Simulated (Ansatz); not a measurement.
Sc2W: Seebeck coefficient and carrier response

Method: Ansatz 0.2.0, DFT PBE, scalar-relativistic, plane waves, PAW. Plane waves to 420 eV; Γ-centred k mesh 12×12×14; Fermi-Dirac smearing of 0.15 eV. No spin polarisation.

Relaxed structure:
```xyz
3
Lattice="4.8841 0.0000 0.0000 -2.4421 4.2298 0.0000 0.0000 0.0000 2.8233" Properties=species:S:1:pos:R:3 pbc="T T T"
Sc    0.0000    2.8198    1.4116
Sc    2.4421    1.4099    1.4116
W     0.0000    0.0000    0.0000
```

The cell was built by swapping an element in a database structure (itself possibly hypothetical) and relaxing; it need not be the stable form of this composition. In a metal these results depend on the k mesh and the smearing. Spin–orbit coupling is left out, which matters for heavy elements.

Constant relaxation time and rigid bands. The levels are interpolated over the whole zone and filled by a Fermi function at the stated temperature, with the chemical potential set by the electron count. Seebeck coefficients of a few μV/K are small differences and uncertain even in sign.

Question: Give the Drude plasma energies, the density of states at the chemical potential and σ/τ at 300 K.

Answer:
```json
{
  "Plasma energy xx, yy, zz": "4.04, 4.04, 3.83 eV",
  "Density of states (thermally broadened)": "3.78 states/eV/cell",
  "Conductivity over τ, xx, yy, zz": "3.3, 3.3, 3.0 ×10²⁰ (Ω·m·s)⁻¹"
}
```

Question: And the Seebeck coefficient (μV/K)?

Answer:
```json
{"T (K)": "300", "Sxx": "-6.8", "Syy": "-6.8", "Szz": "7.2"}
{"T (K)": "600", "Sxx": "-17.6", "Syy": "-17.6", "Szz": "15.8"}
{"T (K)": "900", "Sxx": "-28.4", "Syy": "-28.4", "Szz": "25.9"}
```